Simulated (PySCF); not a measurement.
**Stretching Si₂⁻**

Set-up: Si aug-cc-pVDZ-DK; spin-free X2C with a Gaussian nucleus (PySCF 2.14). Energies in eV from Si + Si⁻ in their ground configurations at the same level. State: ²Πu (doublet), unpaired electrons π ↑.

```json
{"R (Å)": "1.891", "UHF-CCSD": "", "HSE06": "-2.646", "PBE": "-2.758", "UHF-MP2": "-2.139"}
{"R (Å)": "1.979", "UHF-CCSD": "-2.540", "HSE06": "-3.269", "PBE": "-3.405", "UHF-MP2": "-2.821"}
{"R (Å)": "2.067", "UHF-CCSD": "-2.928", "HSE06": "-3.614", "PBE": "-3.778", "UHF-MP2": "-3.217"}
{"R (Å)": "2.133", "UHF-CCSD": "-3.078", "HSE06": "-3.737", "PBE": "-3.924", "UHF-MP2": "-3.375"}
{"R (Å)": "2.199", "UHF-CCSD": "-3.135", "HSE06": "-3.773", "PBE": "-3.984", "UHF-MP2": "-3.443"}
{"R (Å)": "2.265", "UHF-CCSD": "-3.121", "HSE06": "-3.740", "PBE": "-3.976", "UHF-MP2": "-3.441"}
{"R (Å)": "2.353", "UHF-CCSD": "-3.020", "HSE06": "-3.617", "PBE": "-3.888", "UHF-MP2": "-3.361"}
{"R (Å)": "2.463", "UHF-CCSD": "-2.800", "HSE06": "-3.374", "PBE": "-3.691", "UHF-MP2": "-3.176"}
{"R (Å)": "2.595", "UHF-CCSD": "-2.457", "HSE06": "-3.005", "PBE": "-3.378", "UHF-MP2": "-2.886"}
{"R (Å)": "2.771", "UHF-CCSD": "", "HSE06": "-2.453", "PBE": "-2.900", "UHF-MP2": "-2.464"}
```

Put a parabola through the three lowest points of the UHF-CCSD curve and estimate Re, k and ωe (reduced mass 13.99 u; 1 eV/Å² = 0.16022 mdyn/Å; ωe = 1302.8·√(k/μ) cm⁻¹).

Through R = 2.133, 2.199, 2.265 Å the second-order coefficient is 8.15 eV/Å², so Re ≈ 2.219 Å, k ≈ 2.61 mdyn/Å and ωe ≈ 563 cm⁻¹. A polynomial fit of higher order to the unrounded UHF-CCSD energies gives Re = 2.217 Å, k = 2.44 mdyn/Å, ωe = 544 cm⁻¹; anharmonicity and rounding make the difference.

The higher-order fit for each curve: UHF-CCSD: Re = 2.217 Å, ωe = 544 cm⁻¹, De = 3.14 eV; HSE06: Re = 2.197 Å, ωe = 553 cm⁻¹, De = 3.77 eV; PBE: Re = 2.223 Å, ωe = 521 cm⁻¹, De = 3.99 eV; UHF-MP2: Re = 2.230 Å, ωe = 520 cm⁻¹, De = 3.45 eV.

Correlated steps freeze 10 core orbitals. Correlated levels converge slowly with the basis: in double zeta they bind strong bonds too weakly, by up to about 1 eV, and carry superposition errors of some tenths. The highest Kohn–Sham level is positive in this anion. Much of that is self-interaction error, but it also means that the finite basis helps to hold the extra electron. The state is the lowest determinant that a PBE0 search found; another state may lie lower at other levels.
